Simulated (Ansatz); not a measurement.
**Two structures, one formula**

Two relaxed structures of CH₂BO, doublet (PBE0-D4/def2-TZVP; forces vanish, vibrations not checked).

A:

```
5
angstrom
B -1.1627 -0.6348 -0.4637
C -0.1258 0.0946 -0.0298
O 0.8636 0.7454 0.4769
H -2.0679 -1.2609 -0.8644
H 1.2247 1.3819 -0.1579
```

B:

B1  (0.204, -0.027, -0.010)
C2  (-0.778, -0.952, 0.094)
O3  (1.197, 0.842, -0.113)
H4  (-1.547, -1.687, 0.176)
H5  (0.937, 1.768, -0.126)
(Å)

Ansatz 0.2.0; basis: def2-TZVPP; cores frozen in the correlated methods; orbitals are unrestricted. B3LYP uses VWN-RPA correlation.

Problem. Which structure is lower at CCSD(T), and by how much? (Judge from chemistry; the value comes from the calculation.)

Solution. By the calculation: B, by 137.2 kJ/mol (electronic energy, against the other). By their contacts, A is CH₂BO ([BH][C][OH]) and B is CH₂BO ([CH][B][OH]).

All methods give the same order:

```json
{"method": "PBE-D4", "E(B) − E(A) (kJ/mol)": "-120.3"}
{"method": "r2SCAN-D4", "E(B) − E(A) (kJ/mol)": "-134.3"}
{"method": "PBE0-D4", "E(B) − E(A) (kJ/mol)": "-129.8"}
{"method": "B3LYP-D4", "E(B) − E(A) (kJ/mol)": "-133.7"}
{"method": "wB97M-V", "E(B) − E(A) (kJ/mol)": "-134.8"}
{"method": "HF", "E(B) − E(A) (kJ/mol)": "-162.3"}
{"method": "MP2", "E(B) − E(A) (kJ/mol)": "-140.4"}
{"method": "CCSD", "E(B) − E(A) (kJ/mol)": "-141.1"}
{"method": "CCSD(T)", "E(B) − E(A) (kJ/mol)": "-137.2"}
```

T1 diagnostic: at most 0.019. ⟨S²⟩ of the unrestricted Hartree–Fock references: 0.76 to 0.77 (a pure state has 0.75).

Labels in which every atom is bracketed show which atoms are joined, not bond orders.

For scale, one of the runs: CCSD(T)/def2-TZVPP, 121 basis functions, launched by `ansatz run in.yaml --threads 2 --pin off --events-out ev --progress --plain --max-ram 4352MiB`. The run took 21 s on 2 CPU threads of an Arm Neoverse V2 (shared host), with 1.2 GiB of host memory at its peak.
